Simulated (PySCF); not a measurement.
Planning a shielding job on `[PH4+]`.

Method: GIAO PBE/pcSseg-2 NMR shielding, non-relativistic, gas phase (PySCF 2.14.0, density-fitted response routines). Geometry: PBE0-D3(BJ)/def2-SVP. Work: shieldings, density fitting. The input is one job of a driver script: a line of settings, then coordinates in Å.

Command:
```bash
OMP_NUM_THREADS=1 python probes_run.py task.json out
```

Input:
```
{"job": {"kind": "nmr", "xc": "PBE", "basis": "pcSseg-2", "pop": false}, "charge": 1, "multiplicity": 1}
P      0.002052     0.000600    -0.002130
H     -0.754341    -0.883151    -0.796933
H      0.342846    -0.632091     1.209691
H     -0.757729     1.155742     0.268603
H      1.177251     0.362060    -0.690039
```

Hardware: an x86-64 server with one thread, no GPU, shared host.

How large is the basis?

99 functions for 18 electrons, with 290 fitting functions; the fitted three-index integrals, 290 × 99 × 100/2 numbers of 8 bytes, come to 11 MiB.

Question: Which is nearest to the wall time?
A. under 0.1 s
B. 0.59 s
C. 4.7 s

Answer: C. The run took 4.7 s. The SCF took 10 cycles.

The SCF part of the output:
```
coarse grid: 4104 points
cycle   1  E = -343.2842109434  dE =  1.598e-01  |g| = 1.802e-01  |ddm| = 1.394e+00
cycle   2  E = -343.2851676329  dE = -9.567e-04  |g| = 1.697e-01  |ddm| = 2.478e-01
cycle   3  E = -343.2904305111  dE = -5.263e-03  |g| = 9.506e-03  |ddm| = 1.375e-01
cycle   4  E = -343.2904565123  dE = -2.600e-05  |g| = 1.837e-03  |ddm| = 1.042e-02
cycle   5  E = -343.2904575789  dE = -1.067e-06  |g| = 2.408e-04  |ddm| = 2.125e-03
final grid: 33416 points
cycle   6  E = -343.2958555174  dE = -2.144e-05  |g| = 2.819e-03  |ddm| = 1.939e-02
cycle   7  E = -343.2958553627  dE =  1.547e-07  |g| = 3.122e-03  |ddm| = 5.148e-03
cycle   8  E = -343.2958575342  dE = -2.172e-06  |g| = 8.661e-05  |ddm| = 2.551e-03
cycle   9  E = -343.2958575363  dE = -2.012e-09  |g| = 1.796e-05  |ddm| = 1.017e-04
cycle  10  E = -343.2958575364  dE = -1.059e-10  |g| = 1.220e-06  |ddm| = 1.887e-05
converged SCF energy = -343.2958575364
```

On the final grid dE counts from the start density on that grid.

Times come from a shared host and carry two figures at best.
